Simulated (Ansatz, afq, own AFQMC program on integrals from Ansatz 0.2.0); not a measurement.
## AlSiH, singlet → AlSiH, triplet

```yaml
atoms:
  - { symbol: Si, position_ang: [0.0000, -0.0660, 1.2777] }
  - { symbol: Al, position_ang: [0.0000, 0.0144, -1.3676] }
  - { symbol: H, position_ang: [0.0000, 1.4550, 1.0066] }
```

Connectivity, by distances: SiH–Al.

E(triplet, charge +0) − E(singlet, charge +0) at this geometry, on RHF and UHF determinants.

Basis cc-pVDZ. Only valence electrons are correlated. AFQMC by an in-house program on the Cholesky factors that Ansatz 0.2.0 writes for its CCSD(T) run. ph-AFQMC/CISD is guided by a CISD state made of CCSD amplitudes; releasing the constraint for a short imaginary time cuts its bias at the price of noise, slowly where states lie close. Error bars are statistical, one sigma. The errors of all members are added in quadrature.

No full CI on the walks' own integrals is used here; CCSDTQ serves as the reference and is uncertain by about the last step of the cluster series. Each member takes its own surest rung, up to full CI.

The best estimate is CCSD(T) at the basis-set limit (CBS: def2-TZVPP and def2-QZVPP, with their diffuse functions for anions and beside diffuse sets, CCSD(T) itself extrapolated) plus the step from CCSD(T) to CCSDTQ in cc-pVDZ. Rows without CBS are in cc-pVDZ; B2PLYP and the wave-function rows carry a basis error of their own. Core correlation and relativity beyond core potentials are missing, and ± holds the sampling alone.

Cautions: AlSiH (singlet): another spin lies lower, restricted determinant unstable towards unrestricted (UHF 691 meV lower, ⟨S²⟩ 1.13), the released energies are still falling, so no released level is given (meV from the phaseless value at times in 1/Eh: -7 ± 4 at 0.24, -14 ± 3 at 0.51, -17 ± 3 at 0.99, -21.3 ± 1.9 at 1.62, -29 ± 4 at 2.40), CCSDTQ on the UHF determinant differs (436 meV lower), perhaps since the unrestricted series falls towards higher spin, its ph-AFQMC/CISD value lies 49.0 ± 2.5 meV above CCSDTQ; AlSiH (triplet): unrestricted determinant slightly spin contaminated (⟨S²⟩ 2.06 against 2.00), the released energies are still falling, so no released level is given (meV from the phaseless value at times in 1/Eh: -3 ± 3 at 0.24, -8 ± 4 at 0.51, -10.9 ± 2.1 at 0.99, -12.8 ± 1.7 at 1.62, -15 ± 3 at 2.40), its ph-AFQMC/CISD value lies 26 ± 4 meV above CCSDTQ; core correlation is missing, and it shifts such a gap most where an s electron is promoted.

Best estimate: -33.5 kJ/mol.

```tsv
level	vertical spin gap (kJ/mol)	error against the best estimate (kJ/mol)
HF	-74.8	-41.3
MP2	-52.4	-18.9
CCSD	-42.0	-8.5
CCSD(T)	-44.2	-10.7
CCSDT	-44.5	-11.0
CCSDT(Q)	-44.1	-10.6
CCSDTQ	-43.7	-10.1
ph-AFQMC/CISD	-45.9 ± 0.4	-12.4 ± 0.4
HF/CBS	-75.6	-42.1
MP2/CBS	-38.5	-5.0
CCSD(T)/CBS	-34.1	-0.6
```

Correlation beyond CCSD(T) adds 0.6 kJ/mol. Going to the basis-set limit adds 10.1 kJ/mol at CCSD(T). The perturbative (T) step is worth −2.2 kJ/mol.

Best estimates are given only where the step beyond CCSD(T) is under 0.3 eV and no member's determinant is very poor (T1 over 0.05, or 0.07 for open shells, ⟨S²⟩ too high by 0.3, two states mixed), so the hardest cases are missing from such tables.

CCSDT and higher add their correlation energy to the determinant of the CCSD(T) run, since their own runs factorise the integrals more tightly (a shift of under 2 meV). Each member of a difference takes its own highest rung, so a best estimate needn't equal the limit plus the step of one row. A walk keeps the symmetry of its determinant, which the program's search chose and which needn't be the lowest solution, so a lower state of the same spin and another symmetry isn't excluded.
